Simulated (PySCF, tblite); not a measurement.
# C₃H₇FO₂: a rotation path, then NMR shifts on frames

Aim: move C₃H₇FO₂ (`COCOCF`) away from its starting geometry and see how NMR shifts follow the geometry.

The runs use tblite 0.8.0 and PySCF 2.14.0, with density-fitted response routines of our own; the level of theory stands in each step. All values are computed, except where a source is named. Atoms count from 0, in the outputs and in this text.

### 1 The molecule as given

13 atoms, charge 0, multiplicity 1; geometry from: GFN2-xTB.

Bonds of the start (Å): C0–O1 1.42, O1–C2 1.39, C2–O3 1.42, O3–C4 1.37, C4–F5 1.38, C0–H6 1.09, C0–H7 1.09, C0–H8 1.10, C2–H9 1.10, C2–H10 1.10, C4–H11 1.10, C4–H12 1.09.

### 2 The rotation path with GFN2-xTB

Job settings and geometry (Å):

```
{"job": {"kind": "neb", "xc": "GFN2-xTB", "basis": "xTB", "atoms": [3, 2, 1, 0], "turn": 120}, "charge": 0, "multiplicity": 1}
C     -1.813497     0.019711    -0.530096
O     -1.049423    -0.175016     0.645308
C      0.102082    -0.920670     0.448728
O      1.080698    -0.233068    -0.310040
C      1.653243     0.830708     0.340300
F      2.545082     0.396137     1.294011
H     -1.229737     0.530910    -1.301054
H     -2.662886     0.634376    -0.242119
H     -2.165352    -0.940370    -0.922896
H     -0.094860    -1.840180    -0.120285
H      0.487159    -1.163694     1.446362
H      0.917844     1.454310     0.870824
H      2.225259     1.407333    -0.393953
```

With the program's defaults for keys left out, this is: GFN2-xTB climbing-image nudged elastic band, gas phase.

Run with:

```bash
OMP_NUM_THREADS=1 python probes_run.py task.json out
```

This one command runs all jobs of the session in turn.

Standard output:

```text
image   E - E0 / eV
  0       0.0000
  1       0.0164
  2       0.0597
  3       0.1132
  4       0.1530
  5       0.1661
  6       0.1601
  7       0.1517
  8       0.1486
```

Run time: 1.4 s. Hardware: 1 thread of Arm Neoverse V2, shared host; peak memory 0.18 GiB.

The final band, with the dihedral O3–C2–O1–C0:

| image | dihedral (°) | energy (eV) | energy (kcal/mol) |
| --- | --- | --- | --- |
| 0 | 69 | 0.000 | 0.0 |
| 1 | 80 | 0.016 | 0.4 |
| 2 | 93 | 0.060 | 1.4 |
| 3 | 108 | 0.113 | 2.6 |
| 4 | 125 | 0.153 | 3.5 |
| 5 | 141 | 0.166 | 3.8 |
| 6 | 156 | 0.160 | 3.7 |
| 7 | 170 | 0.152 | 3.5 |
| 8 | 181 | 0.149 | 3.4 |

### 3 NMR shieldings: image 0, PBE0/pcSseg-1

Job settings and geometry (Å):

```
{"job": {"kind": "nmr", "xc": "PBE0", "basis": "pcSseg-1", "pop": false}, "charge": 0, "multiplicity": 1}
C     -1.813500     0.019700    -0.530100
O     -1.049400    -0.175000     0.645300
C      0.102100    -0.920700     0.448700
O      1.080700    -0.233100    -0.310000
C      1.653200     0.830700     0.340300
F      2.545100     0.396100     1.294000
H     -1.229700     0.530900    -1.301100
H     -2.662900     0.634400    -0.242100
H     -2.165400    -0.940400    -0.922900
H     -0.094900    -1.840200    -0.120300
H      0.487200    -1.163700     1.446400
H      0.917800     1.454300     0.870800
H      2.225300     1.407300    -0.394000
```

With the program's defaults for keys left out, this is: GIAO PBE0/pcSseg-1 NMR shielding, non-relativistic, gas phase.

Standard output:

```text
coarse grid: 10856 points
cycle   1  E = -368.1947197281  dE =  7.481e-01  |g| = 8.024e-01  |ddm| = 2.928e+00
cycle   2  E = -368.1038887035  dE =  9.083e-02  |g| = 1.102e+00  |ddm| = 1.058e+00
cycle   3  E = -368.3016771837  dE = -1.978e-01  |g| = 5.389e-02  |ddm| = 6.405e-01
cycle   4  E = -368.3020504286  dE = -3.732e-04  |g| = 2.799e-02  |ddm| = 3.922e-02
cycle   5  E = -368.3021722582  dE = -1.218e-04  |g| = 9.301e-03  |ddm| = 2.014e-02
cycle   6  E = -368.3021860099  dE = -1.375e-05  |g| = 2.055e-03  |ddm| = 5.960e-03
cycle   7  E = -368.3021868225  dE = -8.126e-07  |g| = 4.043e-04  |ddm| = 1.437e-03
final grid: 105248 points
cycle   8  E = -368.3656922812  dE = -2.523e-05  |g| = 1.338e-02  |ddm| = 1.836e-02
cycle   9  E = -368.3656663173  dE =  2.596e-05  |g| = 1.835e-02  |ddm| = 1.515e-02
cycle  10  E = -368.3657236195  dE = -5.730e-05  |g| = 1.016e-03  |ddm| = 9.052e-03
cycle  11  E = -368.3657238452  dE = -2.257e-07  |g| = 1.714e-04  |ddm| = 8.793e-04
cycle  12  E = -368.3657238491  dE = -3.906e-09  |g| = 9.467e-05  |ddm| = 1.394e-04
cycle  13  E = -368.3657238503  dE = -1.210e-09  |g| = 1.526e-05  |ddm| = 5.025e-05
cycle  14  E = -368.3657238503  dE = -3.740e-11  |g| = 4.075e-06  |ddm| = 1.054e-05
converged SCF energy = -368.3657238503

GIAO shielding tensors (ppm)
atom      isotropic    diamagn.    paramagn.     s11        s22        s33       span
  0 C      129.347     245.654    -116.307     92.607    112.146    183.287     90.680
  1 O      290.397     396.023    -105.625    231.698    312.120    327.373     95.675
  2 C       91.374     243.647    -152.274     63.478     93.054    117.590     54.112
  3 O      223.974     397.772    -173.798    169.613    204.267    298.041    128.428
  4 C       85.612     242.128    -156.516     56.736     82.093    118.008     61.272
  5 F      359.547     471.428    -111.881    246.802    380.792    451.046    204.243
  6 H       27.873      30.643      -2.769     23.391     26.855     33.374      9.984
  7 H       27.997      28.772      -0.775     24.129     25.856     34.007      9.878
  8 H       28.549      29.056      -0.507     24.869     26.251     34.528      9.659
  9 H       27.091      29.913      -2.822     22.501     27.315     31.459      8.958
 10 H       26.290      29.396      -3.105     21.326     27.309     30.237      8.911
 11 H       25.888      29.810      -3.922     21.220     27.854     28.590      7.370
 12 H       26.238      28.106      -1.868     21.517     26.604     30.592      9.075
```

It took 8 s on 1 thread of Arm Neoverse V2, shared host; peak memory 0.65 GiB.

The references, computed at this level on geometries of the same kind, shield at (ppm): 1H TMS 31.72, 13C TMS 186.9, 19F CFCl3 170.9, 17O H2O 336.1. Their shielding less the atom's gives the shift. The references are single molecules in the gas phase, so shifts against H2O, NH3, PH3, H3PO4 or CFCl3 are not on the usual liquid scales and can be off by tens of ppm. Each atom is listed at this fixed geometry, with no averaging over motion; a spectrum would average atoms that exchange fast.

| atoms | environment | σ (ppm) | δ (ppm) |
| --- | --- | --- | --- |
| C4 | sp3 CH2 bonded to F and O | 85.6 | 101.3 |
| C2 | sp3 carbon bearing two oxygens | 91.4 | 95.6 |
| C0 | methyl carbon bonded to O | 129.3 | 57.6 |
| H11 | hydrogen on an sp3 CH2 bonded to F and O | 25.89 | 5.83 |
| H12 | hydrogen on an sp3 CH2 bonded to F and O | 26.24 | 5.48 |
| H10 | hydrogen on an sp3 carbon bearing two oxygens | 26.29 | 5.43 |
| H9 | hydrogen on an sp3 carbon bearing two oxygens | 27.09 | 4.63 |
| H6 | hydrogen on a methyl carbon bonded to O | 27.87 | 3.84 |
| H7 | hydrogen on a methyl carbon bonded to O | 28.00 | 3.72 |
| H8 | hydrogen on a methyl carbon bonded to O | 28.55 | 3.17 |
| O3 | ether oxygen | 224.0 | 112.1 |
| O1 | ether oxygen | 290.4 | 45.7 |
| F5 | fluorine on an sp3 carbon | 359.5 | -188.6 |

### 4 NMR shieldings: image 2, PBE0/pcSseg-1

Job settings and geometry (Å):

```
{"job": {"kind": "nmr", "xc": "PBE0", "basis": "pcSseg-1", "pop": false}, "charge": 0, "multiplicity": 1}
C     -1.972600    -0.091300    -0.537500
O     -0.999400    -0.002100     0.485900
C      0.137500    -0.779300     0.303800
O      1.187300    -0.080200    -0.342500
C      1.802600     0.853800     0.453300
F      2.533300     0.240900     1.447200
H     -1.550400     0.108600    -1.526600
H     -2.724800     0.657600    -0.298800
H     -2.435400    -1.085000    -0.534300
H     -0.053800    -1.654300    -0.327300
H      0.469400    -1.098600     1.300900
H      1.089300     1.516500     0.964800
H      2.512500     1.413800    -0.164000
```

Method: GIAO PBE0/pcSseg-1 NMR shielding, non-relativistic, gas phase.

Standard output:

```text
coarse grid: 10856 points
cycle   1  E = -368.1907709032  dE =  7.389e-01  |g| = 8.059e-01  |ddm| = 2.924e+00
cycle   2  E = -368.0985408361  dE =  9.223e-02  |g| = 1.108e+00  |ddm| = 1.069e+00
cycle   3  E = -368.2988493391  dE = -2.003e-01  |g| = 5.187e-02  |ddm| = 6.464e-01
cycle   4  E = -368.2992036487  dE = -3.543e-04  |g| = 2.622e-02  |ddm| = 3.703e-02
cycle   5  E = -368.2993090902  dE = -1.054e-04  |g| = 9.090e-03  |ddm| = 1.892e-02
cycle   6  E = -368.2993221120  dE = -1.302e-05  |g| = 1.958e-03  |ddm| = 5.775e-03
cycle   7  E = -368.2993228495  dE = -7.375e-07  |g| = 4.102e-04  |ddm| = 1.396e-03
final grid: 105248 points
cycle   8  E = -368.3631110799  dE = -2.779e-05  |g| = 1.342e-02  |ddm| = 1.898e-02
cycle   9  E = -368.3630851733  dE =  2.591e-05  |g| = 1.837e-02  |ddm| = 1.521e-02
cycle  10  E = -368.3631425933  dE = -5.742e-05  |g| = 1.042e-03  |ddm| = 9.107e-03
cycle  11  E = -368.3631428307  dE = -2.374e-07  |g| = 1.858e-04  |ddm| = 9.050e-04
cycle  12  E = -368.3631428353  dE = -4.581e-09  |g| = 1.011e-04  |ddm| = 1.475e-04
cycle  13  E = -368.3631428367  dE = -1.373e-09  |g| = 1.704e-05  |ddm| = 5.403e-05
cycle  14  E = -368.3631428367  dE = -4.570e-11  |g| = 5.337e-06  |ddm| = 1.264e-05
converged SCF energy = -368.3631428367

GIAO shielding tensors (ppm)
atom      isotropic    diamagn.    paramagn.     s11        s22        s33       span
  0 C      126.889     244.333    -117.443     91.738    105.652    183.277     91.539
  1 O      296.559     396.974    -100.415    231.148    318.756    339.773    108.624
  2 C       91.136     243.489    -152.353     61.470     92.511    119.426     57.956
  3 O      215.313     397.459    -182.146    170.174    175.055    300.711    130.536
  4 C       84.323     241.517    -157.194     56.764     81.052    115.153     58.390
  5 F      362.338     472.042    -109.704    248.425    384.787    453.801    205.377
  6 H       27.984      29.884      -1.900     23.915     26.361     33.678      9.763
  7 H       27.937      28.545      -0.608     24.085     25.682     34.044      9.960
  8 H       28.206      28.603      -0.397     24.192     26.105     34.321     10.128
  9 H       27.279      30.283      -3.004     22.928     28.113     30.797      7.869
 10 H       26.210      29.833      -3.624     21.049     27.792     29.788      8.739
 11 H       25.922      29.601      -3.679     21.456     27.461     28.849      7.394
 12 H       26.172      27.709      -1.537     21.552     26.369     30.596      9.044
```

Run time: 7.8 s. Hardware: 1 thread of Arm Neoverse V2, shared host; peak memory 0.7 GiB.

This run: δ C4 102.6, C2 95.8, C0 60.0, O3 120.8, H11 5.79, H12 5.54 ppm.

### 5 Nuclear shieldings: image 5, PBE0/pcSseg-1

Job settings and geometry (Å):

```
{"job": {"kind": "nmr", "xc": "PBE0", "basis": "pcSseg-1", "pop": false}, "charge": 0, "multiplicity": 1}
C     -2.078900    -0.183100    -0.465700
O     -0.852300     0.304600     0.025100
C      0.192600    -0.631400     0.026400
O      1.398700    -0.014100    -0.335400
C      1.911000     0.846900     0.604200
F      2.413300     0.147700     1.679700
H     -1.991300    -0.509300    -1.508800
H     -2.777700     0.647600    -0.398000
H     -2.446200    -1.018500     0.141400
H      0.030000    -1.413200    -0.725500
H      0.283000    -1.092600     1.026000
H      1.161000     1.539100     1.010200
H      2.752500     1.376700     0.145500
```

With the program's defaults for keys left out, this is: GIAO PBE0/pcSseg-1 NMR shielding, non-relativistic, gas phase.

Standard output:

```text
coarse grid: 10856 points
cycle   1  E = -368.1837234481  dE =  7.499e-01  |g| = 8.139e-01  |ddm| = 2.913e+00
cycle   2  E = -368.0851210865  dE =  9.860e-02  |g| = 1.129e+00  |ddm| = 1.117e+00
cycle   3  E = -368.2944086625  dE = -2.093e-01  |g| = 5.367e-02  |ddm| = 6.827e-01
cycle   4  E = -368.2947611077  dE = -3.524e-04  |g| = 3.033e-02  |ddm| = 4.053e-02
cycle   5  E = -368.2949069483  dE = -1.458e-04  |g| = 7.844e-03  |ddm| = 2.017e-02
cycle   6  E = -368.2949162613  dE = -9.313e-06  |g| = 1.791e-03  |ddm| = 5.030e-03
final grid: 105248 points
cycle   7  E = -368.3588733553  dE = -2.902e-05  |g| = 1.249e-02  |ddm| = 1.844e-02
cycle   8  E = -368.3588492530  dE =  2.410e-05  |g| = 1.740e-02  |ddm| = 1.441e-02
cycle   9  E = -368.3589001138  dE = -5.086e-05  |g| = 9.526e-04  |ddm| = 8.868e-03
cycle  10  E = -368.3589003109  dE = -1.972e-07  |g| = 2.056e-04  |ddm| = 9.003e-04
cycle  11  E = -368.3589003169  dE = -5.969e-09  |g| = 1.006e-04  |ddm| = 1.675e-04
cycle  12  E = -368.3589003184  dE = -1.488e-09  |g| = 1.620e-05  |ddm| = 5.848e-05
cycle  13  E = -368.3589003184  dE = -3.968e-11  |g| = 5.013e-06  |ddm| = 1.141e-05
converged SCF energy = -368.3589003184

GIAO shielding tensors (ppm)
atom      isotropic    diamagn.    paramagn.     s11        s22        s33       span
  0 C      128.456     243.416    -114.960     94.823    107.678    182.866     88.042
  1 O      305.787     399.465     -93.678    232.284    329.514    355.562    123.277
  2 C       90.626     243.349    -152.724     60.740     88.311    122.826     62.087
  3 O      214.245     395.800    -181.555    169.435    174.935    298.365    128.931
  4 C       83.900     241.178    -157.278     56.946     80.457    114.296     57.350
  5 F      361.525     472.520    -110.995    248.817    382.995    452.763    203.946
  6 H       28.235      29.000      -0.765     24.215     26.452     34.038      9.823
  7 H       27.822      28.358      -0.535     23.919     25.556     33.992     10.073
  8 H       28.302      28.620      -0.318     24.265     25.905     34.735     10.470
  9 H       27.330      30.425      -3.095     22.927     28.645     30.418      7.491
 10 H       26.156      30.394      -4.237     21.786     27.289     29.395      7.609
 11 H       25.896      29.542      -3.645     21.440     27.600     28.648      7.207
 12 H       26.162      27.307      -1.145     21.522     26.369     30.595      9.073
```

Run time: 7.5 s. Hardware: 1 thread of Arm Neoverse V2, shared host; peak memory 0.7 GiB.

In short: δ C4 103.0, C2 96.3, C0 58.5, O3 121.8, H11 5.82, H10 5.56 ppm.

### 6 NMR shieldings: image 6, PBE0/pcSseg-1

Job settings and geometry (Å):

```
{"job": {"kind": "nmr", "xc": "PBE0", "basis": "pcSseg-1", "pop": false}, "charge": 0, "multiplicity": 1}
C     -2.076000    -0.191000    -0.422700
O     -0.809200     0.355700    -0.147800
C      0.212200    -0.603800    -0.078600
O      1.447500    -0.004200    -0.340500
C      1.905700     0.838900     0.642700
F      2.323400     0.119800     1.741000
H     -2.087400    -0.687600    -1.400600
H     -2.770900     0.645400    -0.426400
H     -2.373900    -0.913100     0.346500
H      0.086500    -1.369500    -0.856800
H      0.213600    -1.088800     0.915600
H      1.140500     1.538300     1.005200
H      2.783700     1.360400     0.247600
```

Level: GIAO PBE0/pcSseg-1 NMR shielding, non-relativistic, gas phase.

Standard output:

```text
coarse grid: 10856 points
cycle   1  E = -368.1843817323  dE =  7.559e-01  |g| = 8.140e-01  |ddm| = 2.912e+00
cycle   2  E = -368.0839106150  dE =  1.005e-01  |g| = 1.134e+00  |ddm| = 1.130e+00
cycle   3  E = -368.2951660097  dE = -2.113e-01  |g| = 5.588e-02  |ddm| = 6.935e-01
cycle   4  E = -368.2955348994  dE = -3.689e-04  |g| = 3.280e-02  |ddm| = 4.343e-02
cycle   5  E = -368.2957068549  dE = -1.720e-04  |g| = 7.561e-03  |ddm| = 2.134e-02
cycle   6  E = -368.2957154194  dE = -8.565e-06  |g| = 1.808e-03  |ddm| = 4.910e-03
final grid: 105248 points
cycle   7  E = -368.3595524024  dE = -3.057e-05  |g| = 1.241e-02  |ddm| = 1.810e-02
cycle   8  E = -368.3595285993  dE =  2.380e-05  |g| = 1.730e-02  |ddm| = 1.431e-02
cycle   9  E = -368.3595788910  dE = -5.029e-05  |g| = 9.648e-04  |ddm| = 8.792e-03
cycle  10  E = -368.3595790943  dE = -2.033e-07  |g| = 2.109e-04  |ddm| = 9.309e-04
cycle  11  E = -368.3595791006  dE = -6.326e-09  |g| = 9.987e-05  |ddm| = 1.669e-04
cycle  12  E = -368.3595791021  dE = -1.430e-09  |g| = 1.652e-05  |ddm| = 5.707e-05
cycle  13  E = -368.3595791021  dE = -4.320e-11  |g| = 3.925e-06  |ddm| = 1.130e-05
converged SCF energy = -368.3595791021

GIAO shielding tensors (ppm)
atom      isotropic    diamagn.    paramagn.     s11        s22        s33       span
  0 C      130.201     243.607    -113.407     97.479    109.716    183.406     85.927
  1 O      303.621     399.504     -95.883    237.641    321.208    352.015    114.373
  2 C       90.618     243.517    -152.899     61.519     86.702    123.634     62.115
  3 O      217.062     395.269    -178.207    170.451    183.067    297.669    127.218
  4 C       83.812     241.109    -157.297     56.999     80.303    114.135     57.136
  5 F      361.055     472.726    -111.671    247.887    382.670    452.610    204.723
  6 H       28.345      28.838      -0.493     24.385     26.409     34.240      9.854
  7 H       27.803      28.370      -0.567     23.899     25.582     33.927     10.028
  8 H       28.419      28.810      -0.391     24.497     26.026     34.736     10.239
  9 H       27.238      30.266      -3.029     22.952     28.140     30.622      7.671
 10 H       26.317      30.663      -4.346     22.223     27.318     29.409      7.186
 11 H       25.873      29.571      -3.698     21.445     27.534     28.639      7.194
 12 H       26.156      27.210      -1.054     21.537     26.343     30.588      9.051
```

It took 7.6 s on 1 thread of Arm Neoverse V2, shared host; peak memory 0.7 GiB.

In short: δ C4 103.1, C2 96.3, C0 56.7, O3 119.0, H11 5.84, H12 5.56 ppm.

### 7 Shielding tensors: image 8, PBE0/pcSseg-1

Job settings and geometry (Å):

```
{"job": {"kind": "nmr", "xc": "PBE0", "basis": "pcSseg-1", "pop": false}, "charge": 0, "multiplicity": 1}
C     -2.020600    -0.164300    -0.311100
O     -0.717100     0.354200    -0.400800
C      0.275800    -0.627600    -0.278200
O      1.537000    -0.032700    -0.345300
C      1.824100     0.830300     0.686000
F      2.020400     0.138700     1.861100
H     -2.219600    -0.880500    -1.116600
H     -2.692700     0.685700    -0.402900
H     -2.184100    -0.661000     0.653100
H      0.239600    -1.338200    -1.117900
H      0.148000    -1.181300     0.672200
H      1.016500     1.549000     0.881400
H      2.768200     1.328300     0.444200
```

With the program's defaults for keys left out, this is: GIAO PBE0/pcSseg-1 NMR shielding, non-relativistic, gas phase.

Standard output:

```text
coarse grid: 10856 points
cycle   1  E = -368.1867560776  dE =  7.593e-01  |g| = 8.113e-01  |ddm| = 2.914e+00
cycle   2  E = -368.0858917268  dE =  1.009e-01  |g| = 1.132e+00  |ddm| = 1.123e+00
cycle   3  E = -368.2966719096  dE = -2.108e-01  |g| = 5.803e-02  |ddm| = 6.906e-01
cycle   4  E = -368.2970629205  dE = -3.910e-04  |g| = 3.466e-02  |ddm| = 4.603e-02
cycle   5  E = -368.2972556241  dE = -1.927e-04  |g| = 7.413e-03  |ddm| = 2.217e-02
cycle   6  E = -368.2972638147  dE = -8.191e-06  |g| = 1.852e-03  |ddm| = 4.864e-03
final grid: 105248 points
cycle   7  E = -368.3607949763  dE = -3.096e-05  |g| = 1.252e-02  |ddm| = 1.787e-02
cycle   8  E = -368.3607704441  dE =  2.453e-05  |g| = 1.750e-02  |ddm| = 1.441e-02
cycle   9  E = -368.3608219808  dE = -5.154e-05  |g| = 1.008e-03  |ddm| = 8.888e-03
cycle  10  E = -368.3608222024  dE = -2.216e-07  |g| = 2.132e-04  |ddm| = 9.649e-04
cycle  11  E = -368.3608222089  dE = -6.461e-09  |g| = 1.008e-04  |ddm| = 1.689e-04
cycle  12  E = -368.3608222103  dE = -1.445e-09  |g| = 1.674e-05  |ddm| = 5.651e-05
cycle  13  E = -368.3608222104  dE = -4.968e-11  |g| = 3.821e-06  |ddm| = 1.171e-05
converged SCF energy = -368.3608222104

GIAO shielding tensors (ppm)
atom      isotropic    diamagn.    paramagn.     s11        s22        s33       span
  0 C      131.453     243.902    -112.449    100.612    109.465    184.282     83.669
  1 O      303.854     399.152     -95.297    251.910    304.471    355.182    103.272
  2 C       90.672     243.807    -153.136     62.661     84.653    124.700     62.039
  3 O      220.004     394.719    -174.716    170.793    197.401    291.817    121.024
  4 C       84.596     241.325    -156.729     56.704     80.017    117.067     60.363
  5 F      364.255     473.372    -109.116    255.972    383.732    453.063    197.091
  6 H       28.442      28.637      -0.195     24.618     26.027     34.681     10.063
  7 H       27.785      28.466      -0.681     23.958     25.555     33.841      9.882
  8 H       28.491      29.299      -0.808     24.622     26.486     34.365      9.743
  9 H       26.860      29.683      -2.823     22.696     26.871     31.013      8.317
 10 H       26.662      31.040      -4.377     22.669     28.005     29.314      6.645
 11 H       25.766      29.721      -3.955     21.620     27.262     28.415      6.795
 12 H       26.173      27.151      -0.978     21.543     26.284     30.691      9.148
```

Run time: 7.6 s. Hardware: 1 thread of Arm Neoverse V2, shared host; peak memory 0.7 GiB.

Key values: δ C4 102.3, C2 96.3, C0 55.5, O3 116.1, H11 5.95, H12 5.54 ppm.

### 8 Side by side: NMR shifts

Shifts (ppm) of some atoms, chosen among heavy atoms and hydrogens apart, with basis size and wall time:

| frame | C4 | C0 | H10 | H6 | O3 | O1 | F5 | functions | time |
| --- | --- | --- | --- | --- | --- | --- | --- | --- | --- |
| image 0 | 101.3 | 57.6 | 5.43 | 3.84 | 112.1 | 45.7 | -188.6 | 137 | 8 s |
| image 2 | 102.6 | 60.0 | 5.51 | 3.73 | 120.8 | 39.5 | -191.4 | 137 | 7.8 s |
| image 5 | 103.0 | 58.5 | 5.56 | 3.48 | 121.8 | 30.3 | -190.6 | 137 | 7.5 s |
| image 6 | 103.1 | 56.7 | 5.40 | 3.37 | 119.0 | 32.5 | -190.1 | 137 | 7.6 s |
| image 8 | 102.3 | 55.5 | 5.05 | 3.28 | 116.1 | 32.2 | -193.3 | 137 | 7.6 s |

### 9 Outcome

| quantity | value |
| --- | --- |
| barrier | 0.166 eV (3.8 kcal/mol) at image 5 |
| end to end (GFN2-xTB) | 0.149 eV |
| 13C shifts against TMS (PBE0/pcSseg-1, image 0) | 101.3, 95.6, 57.6 ppm |
| 1H shifts against TMS (PBE0/pcSseg-1, image 0) | 5.83, 5.48, 5.43, 4.63, 3.84, 3.72, 3.17 ppm |
| 17O shifts against H2O (PBE0/pcSseg-1, image 0) | 112.1, 45.7 ppm |
| 19F shifts against CFCl3 (PBE0/pcSseg-1, image 0) | -188.6 ppm |
| range of the shift of O1 | 30.3 to 45.7 ppm |

In words: Along the band the dihedral turns by 112°, and the top (dihedral 141°) lies 3.8 kcal/mol above the start (GFN2-xTB, rough), so at room temperature this motion is fast. The top was not checked by a frequency run. Shifts at one fixed geometry are not the observed spectrum, which averages over the motion. In the first frame run (image 0): The widest tensor belongs to F5: span 204 ppm, with a paramagnetic part of -112 ppm. In ppm, O1 moves most: its shift spreads over 15.4 ppm, from 30.3 (image 5) to 45.7 (image 0).
